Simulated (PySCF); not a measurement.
# Carbon: a sound run and one with changed settings

Sound run: C [He] 2s2 2p2, C⁺ [He] 2s2 2p1. Calculation: PySCF 2.14, in def2-TZVP (5s3p2d1f, 31 functions); no relativity, point nucleus. The sound run starts from symmetry-adapted Hartree-Fock orbitals and uses a fine grid where one is needed.

Changed run: radial step 0.8 in ln r (0.13 in the sound run). This setting is unsound on purpose.

| species | method | sound run (hartree) | changed run (hartree) | converged |
| --- | --- | --- | --- | --- |
| C | UHF | -37.69248 | -37.69248 | yes |
| C | B3LYP | -37.85948 | -37.85507 | yes |
| C | BP86 | -37.84645 | -37.84188 | yes |
| C⁺ | UHF | -37.29554 | -37.29554 | yes |
| C⁺ | B3LYP | -37.43552 | -37.43425 | yes |
| C⁺ | BP86 | -37.42094 | -37.42093 | yes |

Ionisation energy of C:

```
method  sound run (eV)  changed run (eV)
   UHF          10.801            10.801
 B3LYP          11.537            11.451
  BP86          11.579            11.455
```

A coarse radial grid mis-integrates the density and the exchange-correlation energy, with errors of either sign; Hartree-Fock needs no grid.

For comparison, NIST gives 11.260 eV between the lowest levels.
